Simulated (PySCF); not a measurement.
# Structure elucidation problem

The spectra below were simulated for a compound C4H4O.

$^{1}$H NMR (300 MHz, computed): δ 10.61 (s, 1H), 8.37 (t, 1H), 1.55 (m, 2H).

$^{13}$C{$^{1}$H} NMR (computed): δ 188.0 (CH), 139.3 (CH), 121.1 (C), 10.2 (CH2).

A single conformation, rapidly exchanging positions averaged, non-relativistic, no solvent model. σ from GIAO-PBE0/pcSseg-1; coordinates at the GFN2-xTB level; PySCF 2.14.

References, each an isolated molecule treated in the same way: $^{1}$H and $^{13}$C against TMS.

Problem. Which candidate is it?
A. CC#CC=O
B. O=C1C=CC1
C. O=CC1=CC1

Solution. C. 

Rings plus π bonds: 3 (1 ring in the answer). 4 carbon signals for 4 carbons: no two carbons are equivalent. Carbon types of the structure: 1 × C, 2 × CH, 1 × CH2, which accounts for all hydrogens. δC 188.0: aldehyde carbonyl carbon; low-lying n→π* states of the double bond to the heteroatom give a large paramagnetic term (-246 ppm). δC 139.3: β carbon of a C=C–C=O unit; conjugation with the carbonyl draws π density from the β position. δC 121.1: α carbon of a C=C–C=O unit; the olefinic region. δH 10.61: hydrogen on an aldehyde carbonyl carbon; deshielded by the polar, anisotropic C=O bond. δH 1.55: hydrogen on a three-membered-ring carbon; cyclopropane-type protons are shielded by the ring.

The others: CC#CC=O would give 2 signals for carbon-bound and other non-exchanging H, not 3; O=C1C=CC1 has carbons computed at 190.5, 172.2, 148.6, 52.9.

Shifts are as computed. Against solution values, carbons near 30 ppm lie about +3 ppm off and those near 130 ppm about +5 ppm (rms about the fit 2.1 ppm; single classes can miss by 10 ppm). Of 1328 compounds with measured shifts, 309 miss one by over three times the rms of a fit or turn the order of signals round; such compounds aren't used in these exercises. Signals without a measured value on file couldn't be tested in this way; 1H shifts scatter by 0.2 ppm about their fit, and single ones miss by 0.5 ppm. No couplings were computed; multiplicities are counted from neighbouring protons, with m where these are inequivalent, close in shift, in a saturated or five-membered ring or joined by F or P, and br s for small geminal =CH2 splittings.
